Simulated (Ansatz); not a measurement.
CaB6-type CaB6 was calculated with PBE (plane waves, PAW; Ansatz, an electronic-structure program).

Settings: plane-wave cutoff 520 eV, 8×8×8 k mesh, Fermi–Dirac smearing 0.01 eV, scalar-relativistic PAW data made under PBE.

Energies at three volumes about the minimum:

| V (Å³/atom) | E − E_lowest (meV/atom) |
|---|---|
| 9.988 | 1.98 |
| 10.192 | 0.00 |
| 10.396 | 1.84 |

### Question
Fit a parabola by hand: where is the minimum, what lattice constant follows, and what is the bulk modulus?

### Answer
Slopes: (0.00 − 1.98)/(10.192 − 9.988) = -9.706 and (1.84 − 0.00)/(10.396 − 10.192) = 9.020 meV/Å³. Curvature E″ = 2 × (9.020 − (-9.706))/(10.396 − 9.988) = 91.794 meV/Å⁶. From the middle of the first interval, the slope vanishes at V0 = 10.0900 − (-9.706)/91.794 = 10.196 Å³/atom. B = V0 E″ = 10.196 × 91.794 meV/Å³ × 0.1602 GPa per meV/Å³ = 150 GPa. With 7 atoms in the cube, a = (7 × 10.196)^(1/3) = 4.148 Å. The full Birch–Murnaghan fit to all volumes gives V0 = 10.193 Å³/atom and B0 = 150 GPa.

Shape and atoms are relaxed at each volume.

Measured, for comparison: bulk modulus 170 ± 5 GPa (room temperature, no zero-point or thermal correction; as tabulated in Structural stability and vibrational characteristics of CaB6 under high …); lattice constant a 4.151 Å (temperature not stated, no zero-point or thermal correction; as tabulated in Singh (2010), arXiv:1009.1807). Computed less measured: bulk modulus -12 %.

Note: this level leaves the solid without a gap, although one is measured.
